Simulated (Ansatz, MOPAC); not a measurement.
Reaction (SMILES): [C](Cl)F + 3 [H][H] (H2) -> C (CH4) + Cl (HCl) + F (HF)

Wanted: energy of full hydrogenation (enthalpy at 298 K), in kcal/mol. Terms: non-relativistic; spin-orbit terms left out; no dispersion term unless named; LANL2DZ with its own core potentials from Na on. First-principles rows: single points at B3LYP-D3(BJ) geometries (Ansatz, a quantum-chemistry and plane-wave program), with unscaled harmonic terms from B3LYP/6-31G* at its own minima. Semi-empirical rows: MOPAC heats of formation at their own minima for 298 K.

| species | coefficient | E at B3LYP/LANL2DZ (Ansatz), Eh | E at PBE/def2-TZVPD (Ansatz), Eh | H(298 K) - E, kcal/mol | heat of formation at PM6 (MOPAC), kcal/mol |
|---|---|---|---|---|---|
| F[C]Cl | -1 | -152.76295 | -597.79729 | 6.01 | -8.53 |
| [H][H] (H2) | -3 | -1.17442 | -1.16589 | 8.44 | -25.73 |
| C (CH4) | +1 | -40.51439 | -40.46301 | 30.76 | -12.29 |
| Cl (HCl) | +1 | -15.53896 | -460.62833 | 6.28 | -32.00 |
| F (HF) | +1 | -100.44534 | -100.39521 | 7.76 | -63.61 |

 1 Eh = 627.5095 kcal/mol.

### Question
Work the quantity out at each level.

### Answer

- B3LYP/LANL2DZ: the sum of coefficient times E is -0.21248 Eh, or -133.33 kcal/mol; the thermal terms add 13.47. Result: -119.9 kcal/mol.
- PBE/def2-TZVPD: the sum of coefficient times E is -0.19159 Eh, or -120.22 kcal/mol; the thermal terms add 13.47. Result: -106.8 kcal/mol.
- PM6: the sum of coefficient times heat of formation is -22.18 kcal/mol; it needs no thermal term.
